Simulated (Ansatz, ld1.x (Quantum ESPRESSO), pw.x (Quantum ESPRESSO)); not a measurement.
**Equation-of-state test of one TM potential (silicon (Si))**

ld1.x (Quantum ESPRESSO) 7.5 input, shortened:

```
&input
   title='Si', zed=14., rel=1, dft='PBE', iswitch=3,
   config='[Ne] 3s2 3p2 3d-2'
 /
 &inputp
   pseudotype=2, tm=.true., lloc=0,
   nlcc=.true., new_core_ps=.true., rcore=1.70
 /
3
3P  2  1   2.00   0.00  1.90  1.90  0.0
3D  3  2  -2.00   0.20  1.70  1.70  0.0
3S  1  0   2.00   0.00  2.00  2.00  0.0
 &test
   configts(1)='3s2 3p2'
 /
```

Atomic tests: cutoffs needed: 15 Ry and 35 Ry (the cutoffs (Ry, on a coarse ladder) from which the occupation-weighted sum of valence levels, in a spherical-Bessel basis at the reference potential, stays within 10 and 1 mRy of its value at 400 Ry); ghost test: no extra level below or beside the all-electron valence levels (p, d, s, f tested) (spherical-Bessel basis up to 400 Ry, 20 bohr box); largest excitation error: +92 meV (all-electron minus pseudo) for 3s1 3p0, out of 7 test configurations.

Crystal test: diamond Si in pw.x 7.5, no spin, 8³ k-points, Fermi–Dirac smearing 0.01 Ry, cutoffs 50/200 Ry. The reference is all-electron LAPW (Ansatz 0.2.0) with the same functional, mesh and smearing; V0 and B0 come from Birch–Murnaghan fits to the pressures at five volumes. Errors are pseudo minus all-electron; Δ is the rms difference of the E(V) curves that follow from these fits, minima aligned, over ±6 % about the mean V0. Mesh and smearing are coarse, so the numbers serve the comparison and aren't converged zero-temperature values; the lattice is a test structure that the element need not adopt.

All-electron: a0 = 5.469 Å (V0 = 20.45 Å³/atom), B0 = 88.5 GPa.

Question: How far does the potential miss the all-electron equation of state?

Answer: mean pressure error (GPa): -0.48; a0 (Å): 5.460; a0 error (%): -0.18; B0 error (%): +0.6; Δ (meV/atom): 2.1.

```tsv
V (Å³/atom)	P all-electron (GPa)	P pseudo (GPa)
19.440	5.01	4.45
19.951	2.31	1.80
20.463	-0.05	-0.52
20.975	-2.12	-2.56
21.486	-3.93	-4.33
```

Question: At the middle volume, how do free energy and pressure move when the wave cutoff is lowered (ecutrho kept at four times it)?

Answer:

```csv
cutoff (Ry),shift of F (meV/atom),shift of P (GPa)
22,+67.1,-0.46
30,+17.3,-0.48
40,+1.2,-0.02
```

Input at the middle volume:

```
&control
  calculation='scf', prefix='x', pseudo_dir='./', outdir='./tmp', tstress=.true., disk_io='low'
/
&system
  ibrav=0, nat=2, ntyp=1, ecutwfc=50, ecutrho=200, nbnd=11,
  occupations='smearing', smearing='fd', degauss=0.01
/
&electrons
  conv_thr=1e-09, mixing_beta=0.4, electron_maxstep=70
/
ATOMIC_SPECIES
Si 1.0 Si.UPF
CELL_PARAMETERS angstrom
  0.00000000 2.73520428 2.73520428
  2.73520428 0.00000000 2.73520428
  2.73520428 2.73520428 0.00000000
ATOMIC_POSITIONS crystal
Si 0.0000 0.0000 0.0000
Si 0.2500 0.2500 0.2500
K_POINTS automatic
8 8 8 0 0 0
```

```bash
pw.x < Si.scf.in > Si.scf.out
```

Lines of the output:

```
Message from routine setup:
     using ibrav=0 with symmetry is DISCOURAGED, use correct ibrav instead
     lattice parameter (alat)  =       7.3098  a.u.
     unit-cell volume          =     276.1823 (a.u.)^3
     number of electrons       =         8.00
     number of Kohn-Sham states=           11
     kinetic-energy cutoff     =      50.0000  Ry
     charge density cutoff     =     200.0000  Ry
     scf convergence threshold =      1.0E-09
     Exchange-correlation= PBE
     number of k points=    29  Fermi-Dirac smearing, width (Ry)=  0.0100
     iteration #  1     ecut=    50.00 Ry     beta= 0.40
     total energy              =     -17.11231888 Ry
     estimated scf accuracy    <       0.05476682 Ry
     iteration #  2     ecut=    50.00 Ry     beta= 0.40
     total energy              =     -17.10960093 Ry
     estimated scf accuracy    <       0.01552210 Ry
     iteration #  3     ecut=    50.00 Ry     beta= 0.40
     total energy              =     -17.11023887 Ry
     estimated scf accuracy    <       0.00019176 Ry
     iteration #  4     ecut=    50.00 Ry     beta= 0.40
     total energy              =     -17.11025149 Ry
     estimated scf accuracy    <       0.00000183 Ry
     iteration #  5     ecut=    50.00 Ry     beta= 0.40
     total energy              =     -17.11025211 Ry
     estimated scf accuracy    <       0.00000011 Ry
     iteration #  6     ecut=    50.00 Ry     beta= 0.40
     total energy              =     -17.11025214 Ry
     estimated scf accuracy    <          2.4E-09 Ry
     iteration #  7     ecut=    50.00 Ry     beta= 0.40
     the Fermi energy is     6.2680 ev
!    total energy              =     -17.11025214 Ry
     estimated scf accuracy    <          4.6E-10 Ry
     smearing contrib. (-TS)   =      -0.00027504 Ry
     The total energy is F=E-TS. E is the sum of the following terms:
     one-electron contribution =       4.79798450 Ry
     hartree contribution      =       1.11244180 Ry
     xc contribution           =      -6.34554929 Ry
     ewald contribution        =     -16.67485410 Ry
     convergence has been achieved in   7 iterations
          total   stress  (Ry/bohr**3)                   (kbar)     P=       -5.24
```

The run at the middle volume (29 k-points, 7 iterations) took about 7.9 s on one core of a shared host (Neoverse-V1, 32 threads, 247 GiB, load 10).
